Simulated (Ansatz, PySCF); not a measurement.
For zinc-blende AlN (metastable phase), HSE06 (Ansatz, a program for electronic structure, plane waves, PAW) gives:

* **equilibrium lattice constant a**: 4.365 Å
* **bulk modulus B0**: 212 GPa
* **cohesive energy**: 5.65 eV/atom

### Question
What does CCSD in PySCF (GTH pseudopotentials, Gaussian basis) give for the same quantities?

### Answer

- lattice constant a: 4.372 Å (grows by 0.2 %)
- bulk modulus: 212 GPa (stays essentially unchanged)
- cohesive energy: 5.77 eV/atom (grows by 0.12 eV/atom)

Changes are worked out from the printed values.

Unless a cell is named, each level is at its own relaxed cell (HSE06 10.40, CCSD 10.45 Å³/atom).

Ansatz's density-functional and Hartree–Fock values are scalar-relativistic unless marked +SOC, with PAW data made under PBE.
